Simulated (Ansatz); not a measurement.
**UBHLYP/STO-3G run of BNH2Cl (SMILES N[B]Cl)**

Aim: the vertical ionisation energy of BNH2Cl at UBHLYP/STO-3G, from 2 runs. 

Program for the calculation: Ansatz 0.2.0.

76 further runs of the same task are left out: 76 set aside as unsound or not needed.

## Step 1: The system as given

BNH2Cl has 5 atoms, charge 0, and is taken as a doublet. As SMILES, `N[B]Cl`. The coordinates come from a PBE0-D4/def2-TZVP relaxation. This is one conformer, not always the lowest.

Bond lengths: N1–B2 1.376 Å, B2–Cl3 1.746 Å, N1–H4 1.005 Å, N1–H5 1.010 Å. Angles: N1–B2–Cl3 124.3°, B2–N1–H4 122.3°, B2–N1–H5 123.4°, H4–N1–H5 114.3°.

## Step 2: A single-point energy at UBHLYP/STO-3G

molecule.yaml

```yaml
crystal:
  periodic: [false, false, false]
  atoms:
    - {symbol: N, position_ang: [-0.334000, 0.412100, -0.256700]}
    - {symbol: B, position_ang: [-0.098400, -0.544600, 0.704400]}
    - {symbol: Cl, position_ang: [1.343200, -1.526200, 0.784600]}
    - {symbol: H, position_ang: [-1.176700, 0.959900, -0.273100]}
    - {symbol: H, position_ang: [0.315800, 0.625100, -1.000600]}
basis:
  gaussian: {orbitals: STO-3G}
magnetization: {spin_polarized: true, initial_magnetization: 1}
accuracy: high
hamiltonian: {xc: {name: BHLYP}}
```

Run with:

```
$ ansatz run molecule.yaml --threads 1 --pin off --max-ram 2610MiB --events-out events.jsonl --progress --plain --runs-dir runs
```

Output:

```text
Warning: RAYON_NUM_THREADS=1 ignored (pool sized by the plan → 1); use --threads N
Functional definition: BHLYP
  name "BHLYP"
  parameter a = 0.5
  exchange = (1 - a)*b88_x + a*exact_x
  correlation = lyp_c
372 factors; integrals over basis functions are off by at most 2.5e-8 eV
mean field evaluation 1: about -14555.1373 eV, gradient 9.6e0 eV
mean field evaluation 2: about -14555.8384 eV, gradient 5.7e0 eV
mean field evaluation 4: about -14556.0656 eV, gradient 4.2e-1 eV
mean field evaluation 8: about -14556.0820 eV, gradient 1.6e-2 eV
mean field evaluation 16: about -14556.0821 eV, gradient 2.5e-7 eV
mean field -14556.08205789 eV, -534.9261491608 hartree, gradient 5.8e-8 eV, S^2 0.753338; 0 other end points of the search recorded, 0 dependent functions left out
reference -14556.08207684 eV, -534.9261498572 hartree; 16, 15 occupied and 5, 6 virtual orbitals, 372 factors
Total energy: -14556.08207684 eV, -534.9261498572 hartree
```

It took 2 s on 1 thread of Arm Neoverse V1, shared host; peak memory 0.13 GiB.

## Step 3: The singlet cation, same level

job.yaml

```yaml
crystal:
  periodic: [false, false, false]
  atoms:
    - symbol: "N"
      position_ang: [-0.334000, 0.412100, -0.256700]
    - symbol: B
      position_ang: [-0.098400, -0.544600, 0.704400]
    - symbol: Cl
      position_ang: [1.343200, -1.526200, 0.784600]
    - symbol: H
      position_ang: [-1.176700, 0.959900, -0.273100]
    - symbol: H
      position_ang: [0.315800, 0.625100, -1.000600]
basis:
  gaussian: {orbitals: STO-3G}
total_charge: 1
hamiltonian: {xc: {name: BHLYP}}
accuracy: high
```

Run with:

```
$ ansatz run job.yaml --threads 1 --pin off --max-ram 2610MiB --events-out events.jsonl --progress --plain --runs-dir runs
```

Output:

```text
Warning: RAYON_NUM_THREADS=1 ignored (pool sized by the plan → 1); use --threads N
[... 5 set-up lines as earlier in the session ...]
371 factors; integrals over basis functions are off by at most 2.5e-8 eV
mean field evaluation 1: about -14545.3182 eV, gradient 3.2e1 eV
mean field evaluation 2: about -14543.0827 eV, gradient 4.5e1 eV
mean field evaluation 4: about -14549.1447 eV, gradient 6.8e-1 eV
mean field evaluation 8: about -14549.1391 eV, gradient 7.0e-3 eV
mean field evaluation 16: about -14549.1391 eV, gradient 1.3e-7 eV
mean field -14549.13912288 eV, -534.6710010053 hartree, gradient 4.8e-8 eV, S^2 0.000000; 0 other end points of the search recorded, 0 dependent functions left out
reference -14549.13914143 eV, -534.6710016870 hartree; 15, 15 occupied and 6, 6 virtual orbitals, 371 factors
Total energy: -14549.13914143 eV, -534.6710016870 hartree
```

It took 1.1 s on 1 thread of Arm Neoverse V1, shared host; peak memory 0.095 GiB.

## Step 4: Summary of results

Level: UBHLYP/STO-3G.

| quantity | value |
| --- | --- |
| doublet BNH2Cl: total energy | -534.92615 Eh |
| doublet BNH2Cl: ⟨S²⟩ | 0.753 |
| singlet cation: total energy | -534.67100 Eh |
| vertical ionisation energy (to the singlet cation) | 6.943 eV |

In words: Removing an electron at fixed nuclei costs 6.94 eV (160 kcal/mol). Only the singlet of the ionised species was computed; a triplet could lie lower. In a minimal basis such a difference can be off by several eV, whatever the method.
